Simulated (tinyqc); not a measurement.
Worked calculation (part 2 of 2): RHF in the sto-6g basis, for OH-, spin multiplicity 1. The basis has no diffuse functions, so it cannot describe the extra electron: this is an exercise in the method, not the real anion. Computed by tinyqc, a small Python program that keeps every step (integrals from PySCF). Command: `OMP_NUM_THREADS=1 python tinyqc.py 29802 29803 out.jsonl` (the two numbers bound the seeds that draw the settings). One thread of a shared host (Intel(R) Xeon(R) Processor @ 2.60GHz), about 0.08 s of CPU time with the checks.

Geometry (angstrom):
```
atom         x         y         z
O     0.000000  0.000000  0.000000
H     0.000000  0.000000  1.323000
```

## Convergence

Stop when the energy changes by less than 1e-08 hartree and every element of the error matrix X^T (F D S - S D F) X is below 3e-05.

Course of the cycle:
```
iteration   E (hartree)     change  largest element of the error matrix
1          -73.66324004          -                             4.76e-01
2          -74.61961012  -9.56e-01                             4.85e-01
3          -74.74429237  -1.25e-01                             1.62e-01
4          -74.75764241  -1.34e-02                             5.74e-02
5          -74.75932635  -1.68e-03                             2.11e-02
6          -74.75955495  -2.29e-04                             7.91e-03
7          -74.75958698  -3.20e-05                             2.99e-03
8          -74.75959155  -4.56e-06                             1.13e-03
9          -74.75959220  -6.57e-07                             4.31e-04
10         -74.75959230  -9.57e-08                             1.64e-04
11         -74.75959231  -1.41e-08                             6.29e-05
12         -74.75959231  -2.11e-09                             2.41e-05
```

PySCF RHF in the same basis = -74.75959231 hartree

Converged in 12 iterations.

## Populations, bond orders and dipole

D after iteration 12, order 1O 1s, 1O 2s, 1O 2px, 1O 2py, 1O 2pz, 2H 1s:
$$\begin{pmatrix}
2.111971 & -0.488133 & 0.000000 & 0.000000 & 0.067019 & 0.024921 \\
-0.488133 & 2.144670 & 0.000000 & 0.000000 & -0.344873 & -0.256799 \\
0.000000 & 0.000000 & 2.000000 & 0.000000 & 0.000000 & 0.000000 \\
0.000000 & 0.000000 & 0.000000 & 2.000000 & 0.000000 & 0.000000 \\
0.067019 & -0.344873 & 0.000000 & 0.000000 & 0.444672 & 0.739706 \\
0.024921 & -0.256799 & 0.000000 & 0.000000 & 0.739706 & 1.284070
\end{pmatrix}$$

overlap S, order 1O 1s, 1O 2s, 1O 2px, 1O 2py, 1O 2pz, 2H 1s:
$$\begin{pmatrix}
1.000000 & 0.231145 & 0.000000 & 0.000000 & 0.000000 & 0.023818 \\
0.231145 & 1.000000 & 0.000000 & 0.000000 & 0.000000 & 0.273132 \\
0.000000 & 0.000000 & 1.000000 & 0.000000 & 0.000000 & 0.000000 \\
0.000000 & 0.000000 & 0.000000 & 1.000000 & 0.000000 & 0.000000 \\
0.000000 & 0.000000 & 0.000000 & 0.000000 & 1.000000 & 0.256432 \\
0.023818 & 0.273132 & 0.000000 & 0.000000 & 0.256432 & 1.000000
\end{pmatrix}$$

Mulliken: Z minus the diagonal of D S on the atom; Loewdin: the same with S^(1/2) D S^(1/2); Mayer order: 2 sum_s sum (D(s) S)_ij (D(s) S)_ji over the two atoms.

Charges (e):
```
atom   Mulliken    Loewdin
1O    -0.595792  -0.606929
2H    -0.404208  -0.393071
```

Mayer bond orders:
```
pair     order
2-1   0.836616
```

dipole moment about the origin, x y z (debye): [0.000000, 0.000000, -1.991047]
